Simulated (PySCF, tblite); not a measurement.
Isomers of C3H2FPS. Computed values, GFN2-xTB/tblite, gas phase, harmonic and unscaled. Against measured fundamentals such values can be off by several per cent, at times by over 20. One conformer each.

Electronic energies: PBE0/pcSseg-1 single points on the GFN2-xTB geometries (PySCF, gas phase).

```tsv
SMILES	electronic energy, lowest = 0 (kJ/mol)
Fc1pccs1	15.7
Fc1cpcs1	0.5
Fc1cscp1	0.0
```

Problem. How do GFN2-xTB zero-point energies change the relative energies?

Solution. 
```json
{"SMILES": "Fc1cscp1", "ZPE (kJ/mol)": "109.4", "of it from modes above 1550 cm⁻¹": "37.5", "electronic (kJ/mol)": "0.0", "with ZPE, lowest = 0 (kJ/mol)": "0.0", "lowest mode (cm⁻¹)": "232", "rings": "1"}
{"SMILES": "Fc1cpcs1", "ZPE (kJ/mol)": "109.3", "of it from modes above 1550 cm⁻¹": "37.3", "electronic (kJ/mol)": "0.5", "with ZPE, lowest = 0 (kJ/mol)": "0.5", "lowest mode (cm⁻¹)": "217", "rings": "1"}
{"SMILES": "Fc1pccs1", "ZPE (kJ/mol)": "109.6", "of it from modes above 1550 cm⁻¹": "37.2", "electronic (kJ/mol)": "15.7", "with ZPE, lowest = 0 (kJ/mol)": "16.0", "lowest mode (cm⁻¹)": "196", "rings": "1"}
```

The zero-point energies span 0.3 kJ/mol, from `Fc1cpcs1` to `Fc1pccs1`. The order is unchanged.

Problem. And how do the electronic energies of GFN2-xTB itself compare?

Solution. `Fc1cscp1` 0.0; `Fc1cpcs1` 2.3; `Fc1pccs1` 9.2 kJ/mol, lowest = 0. Against the energies above, taken from the same isomer `Fc1cscp1`, the largest difference is 6.5 kJ/mol.

Problem. What do entropy and thermal enthalpy add at 298.15 K and 1 bar (rigid rotor, harmonic oscillator, one conformer each)?

Solution. 
```
  SMILES  point group  symmetry number  S (J/(mol K))  H − H(0) (kJ/mol)  ZPE + H − H(0) − TS (kJ/mol)
Fc1cscp1           Cs                1          318.2              16.79                          31.3
Fc1cpcs1           Cs                1          318.2              16.79                          31.2
Fc1pccs1           Cs                1          318.6              16.86                          31.5
```
